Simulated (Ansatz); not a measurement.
Si₂S⁺, relaxed as a doublet with UKS PBE-D4/def2-TZVP in Ansatz, starting from the GFN1-xTB geometry. Force threshold 0.02 eV/Å.

The relaxation made no stability test and no search for a lower SCF solution. The structure comes from a short search, and lower isomers may exist.

Start:

Cartesian coordinates in Å:
```
Si 0.436 -1.255 0.396
Si -1.002 0.365 -0.886
S 0.566 0.891 0.491
```

```json
{"step": "1", "energy (eV)": "-26570.5037", "largest force component (eV/Å)": "0.132", "SCF passes": "18"}
{"step": "2", "energy (eV)": "-26570.5073", "largest force component (eV/Å)": "0.061", "SCF passes": "22"}
{"step": "3", "energy (eV)": "-26570.5082", "largest force component (eV/Å)": "0.033", "SCF passes": "22"}
{"step": "4", "energy (eV)": "-26570.5082", "largest force component (eV/Å)": "0.002", "SCF passes": "17"}
```

Force components are those of the run's own axes.

End:

```xyz
3

Si    0.453   -1.264    0.411
Si   -1.011    0.386   -0.895
S     0.558    0.878    0.484
```

By distances, no bond broke or formed. The bond that changes most is Si1–Si2, from 2.52 to 2.56 Å (atoms count from 1).

No frequencies were taken in this run, so the end may be a saddle point.

Run time 2.7 s (4 threads of Arm Neoverse V2 on a shared host).
